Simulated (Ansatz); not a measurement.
Start from `CC(C)F` and change one atom or group to get `CC(C)C#N`.

Ansatz, PBE0-D4/def2-TZVP geometries, multiplicity 1. 

| property | `CC(C)F` |
| --- | --- |
| HOMO energy (ωB97M-V/def2-TZVPP) / eV | -11.57 |
| LUMO energy (PBE0/def2-TZVPP) / eV | 1.27 |
| ideal-gas entropy at 298 K and 1 bar (rigid rotor, harmonic PBE0-D4/def2-TZVP) / J/(mol·K) | 293 |
| size of the dipole moment (B3LYP/def2-TZVPP) / D | 1.90 |
| HOMO–LUMO gap (B3LYP/def2-TZVPP) / eV | 9.88 |
| HOMO–LUMO gap (PBE0/def2-TZVPP) / eV | 10.44 |

**Question.** What does the change do to each property? (Best estimate.)

**Answer.** The calculation gave: 
```json
{"property": "HOMO energy (ωB97M-V/def2-TZVPP) / eV", "`CC(C)C#N`": "-11.55", "shift": "0.02"}
{"property": "LUMO energy (PBE0/def2-TZVPP) / eV", "`CC(C)C#N`": "0.52", "shift": "-0.75"}
{"property": "ideal-gas entropy at 298 K and 1 bar (rigid rotor, harmonic PBE0-D4/def2-TZVP) / J/(mol·K)", "`CC(C)C#N`": "314", "shift": "21"}
{"property": "size of the dipole moment (B3LYP/def2-TZVPP) / D", "`CC(C)C#N`": "4.12", "shift": "2.22"}
{"property": "HOMO–LUMO gap (B3LYP/def2-TZVPP) / eV", "`CC(C)C#N`": "9.19", "shift": "-0.69"}
{"property": "HOMO–LUMO gap (PBE0/def2-TZVPP) / eV", "`CC(C)C#N`": "9.74", "shift": "-0.70"}
```

With PBE0 the HOMO falls by 0.05 eV and the LUMO falls by 0.75 eV, so the gap narrows by about 0.70 eV. PBE moves the HOMO by -0.37 eV and ωB97M-V by 0.02 eV. The zero-point energy changes by 17.9 kJ/mol with +3 modes. Dipoles are sizes alone; their direction can turn.

B3LYP here is the variant with VWN-RPA as its local correlation; programs differ in this.
